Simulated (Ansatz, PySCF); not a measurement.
Atomisation energy: 5 cases among silicon compounds with O, N or halogens, in kcal/mol, species as SMILES. Set-up: six Cartesian d functions in 6-31G* and its kin unless marked 5d; UHF or UKS for open shells; atomisation electronic, to ground-state atoms; spin-orbit terms left out; 6-311+G** with 5d, 6d on Na to Ar in Ansatz (a quantum-chemistry and plane-wave program); non-relativistic; valence correlation only; no dispersion term unless named. Basis-set limits of correlation are two-point, X^-3; Hartree-Fock from the larger set (for Q and 5 zeta extrapolated as (X+1)exp(-9√X)). [CCSD(T)-MP2]/basis is that difference in the basis named. First-principles rows: single points at B3LYP-D3(BJ) geometries (Ansatz).

Coupled cluster (Ansatz) is a level with limits of its own, used here on species with T1 under 0.025 (0.045 for open shells) and stable references: (a) RI-MP2/CBS(aug-cc-pV(T+d)Z,aug-cc-pV(Q+d)Z)+[CCSD(T)-MP2]/aug-cc-pV(T+d)Z; (b) RI-MP2/CBS(cc-pV(T+d)Z,cc-pV(Q+d)Z)+[CCSD(T)-MP2]/cc-pV(T+d)Z; (c) CCSD(T)/CBS(cc-pV(T+d)Z,cc-pV(Q+d)Z); (d) CCSD(T)/CBS(cc-pV(Q+d)Z,cc-pV(5+d)Z).

```json
[
 {"species": "[O+]#[Si-]", "atoms": "2", "coupled cluster": "191.8 (d)", "difference of B3LYP/6-31G* (Ansatz)": "-11.4", "difference of BP86/def2-SVP (PySCF)": "-0.6", "difference of B3LYP/6-31+G* (Ansatz)": "-11.4", "difference of B3LYP/def2-SVP (Ansatz)": "-10.8", "difference of M06-2X/6-311+G** (PySCF)": "-9.3", "difference of PBE0/def2-TZVPD (Ansatz)": "-9.4", "difference of wB97M-V/def2-TZVPD (Ansatz)": "0.7"},
 {"species": "[Si](F)(F)=O", "atoms": "4", "coupled cluster": "425.7 (c)", "difference of B3LYP/6-31G* (Ansatz)": "-24.6", "difference of BP86/def2-SVP (PySCF)": "-10.0", "difference of B3LYP/6-31+G* (Ansatz)": "-33.0", "difference of B3LYP/def2-SVP (Ansatz)": "-28.5", "difference of M06-2X/6-311+G** (PySCF)": "-30.0", "difference of PBE0/def2-TZVPD (Ansatz)": "-16.7", "difference of wB97M-V/def2-TZVPD (Ansatz)": "-5.6"},
 {"species": "F[Si](F)(F)F [tetrafluorosilane]", "atoms": "5", "coupled cluster": "576.3 (a)", "difference of B3LYP/6-31G* (Ansatz)": "-27.7", "difference of BP86/def2-SVP (PySCF)": "-22.2", "difference of B3LYP/6-31+G* (Ansatz)": "-46.0", "difference of B3LYP/def2-SVP (Ansatz)": "-37.2", "difference of M06-2X/6-311+G** (PySCF)": "-39.9", "difference of PBE0/def2-TZVPD (Ansatz)": "-23.4", "difference of wB97M-V/def2-TZVPD (Ansatz)": "-10.6"},
 {"species": "Cl[Si](Cl)(Cl)Cl [tetrachlorosilane]", "atoms": "5", "coupled cluster": "387.5 (b)", "difference of B3LYP/6-31G* (Ansatz)": "-38.7", "difference of BP86/def2-SVP (PySCF)": "-12.6", "difference of B3LYP/6-31+G* (Ansatz)": "-42.4", "difference of B3LYP/def2-SVP (Ansatz)": "-28.8", "difference of M06-2X/6-311+G** (PySCF)": "-20.4", "difference of PBE0/def2-TZVPD (Ansatz)": "-4.8", "difference of wB97M-V/def2-TZVPD (Ansatz)": "2.3"},
 {"species": "[SiH2](F)F", "atoms": "5", "coupled cluster": "447.9 (c)", "difference of B3LYP/6-31G* (Ansatz)": "-17.3", "difference of BP86/def2-SVP (PySCF)": "-12.0", "difference of B3LYP/6-31+G* (Ansatz)": "-23.9", "difference of B3LYP/def2-SVP (Ansatz)": "-20.5", "difference of M06-2X/6-311+G** (PySCF)": "-22.8", "difference of PBE0/def2-TZVPD (Ansatz)": "-16.9", "difference of wB97M-V/def2-TZVPD (Ansatz)": "-5.9"}
]
```

| level | cases | mean signed difference | mean absolute difference | median absolute difference | largest absolute difference |
|---|---|---|---|---|---|
| B3LYP/6-31G* (Ansatz) | 5 | -23.94 | 23.94 | 24.60 | 38.7 |
| BP86/def2-SVP (PySCF) | 5 | -11.48 | 11.48 | 12.00 | 22.2 |
| B3LYP/6-31+G* (Ansatz) | 5 | -31.34 | 31.34 | 33.00 | 46.0 |
| B3LYP/def2-SVP (Ansatz) | 5 | -25.16 | 25.16 | 28.50 | 37.2 |
| M06-2X/6-311+G** (PySCF) | 5 | -24.48 | 24.48 | 22.80 | 39.9 |
| PBE0/def2-TZVPD (Ansatz) | 5 | -14.24 | 14.24 | 16.70 | 23.4 |
| wB97M-V/def2-TZVPD (Ansatz) | 5 | -3.82 | 5.02 | 5.60 | 10.6 |

B3LYP/6-31G* lies above in 0 of 5 cases and within 2 kcal/mol in 0; mean signed difference -23.94 kcal/mol, mean absolute 23.94 kcal/mol (18.00 over the 2 cases of up to 4 atoms, 27.90 over the larger). These figures hold for the species listed.

How the rows were picked: cases drawn at random among the computed members of the class with clean coupled-cluster diagnostics. The batch they came from held 5 cases of this property in the class: 0 with a tabulated value, 5 with clean coupled cluster alone, 0 with neither, which enter no statistics. The levels are drawn from those run on every case listed, the commonest habits more often. No case is left out for the size of its miss. Left out are saddle points of the reference geometry, anions that the best level run finds unbound, excited spin states, species near biochemistry, 298 K rows of species without real B3LYP wavenumbers, cases with under five habitual levels, runs that failed or that the program found above a lower state of the same kind, table entries that another table contradicts, and a share of species set aside by lot.
